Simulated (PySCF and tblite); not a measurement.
Results of a calculation; reference values are marked as such.
C₃H₆O₂, numbered as in [OH:1][CH2:2][C@@H:3]1[CH2:4][O:5]1.

Free energies: PBE0-D3(BJ)/def2-TZVP (IEF-PCM, acetonitrile) on GFN2-xTB structures plus GFN2-xTB thermal terms, symmetry and mirror images included. Conformers within 2.5 kcal/mol (GFN2-xTB free energy) were kept, 5 at most. GIAO shieldings: wB97X-D/pcSseg-1 (IEF-PCM, acetonitrile). Shifts are against TMS (¹H), TMS (¹³C) at the same level. Codes: tblite and PySCF.

Torsions listed: H1–O1–C2–C3, O1–C2–C3–O5.

```tsv
conformer	shape	symmetry	E(GFN2) kcal/mol	E(DFT) kcal/mol
1	45°, -33°	C1	0.00	0.00
2	-57°, 89°	C1	0.15	0.17
3	61°, -160°	C1	0.77	0.75
4	-62°, -158°	C1	0.90	1.28
5	-178°, -161°	C1	1.78	1.53
```

**Question.** How much do the weights at 298.15 K and the averaged shift of C2 depend on how the conformers are weighted?

**Answer.** 
```
                                                              weighting  1 (%)  2 (%)  3 (%)  4 (%)  5 (%)  δ (ppm)  rms dipole (D)
DFT energy with thermal terms, symmetry and mirror images (full scheme)     36     35     16      7      6     68.5            2.07
                             DFT energy with symmetry and mirror images     45     34     13      5      3     67.8            2.07
                                                        bare DFT energy     45     34     13      5      3     67.8            2.07
                        GFN2-xTB energy with symmetry and mirror images     43     34     12      9      2     67.9            2.06
                                                   GFN2-xTB free energy     35     35     14     13      4     68.7            2.07
                                                leading conformer alone    100      0      0      0      0     62.6            2.06
                                                          equal weights     20     20     20     20     20     69.6            2.11
                         full scheme, search stopped after three starts      0    100      0      0      0     72.8            1.91
```

The largest departure from the full scheme, 6.0 ppm, comes with: leading conformer alone.

For its torsions the set is small; conformers may be missing.
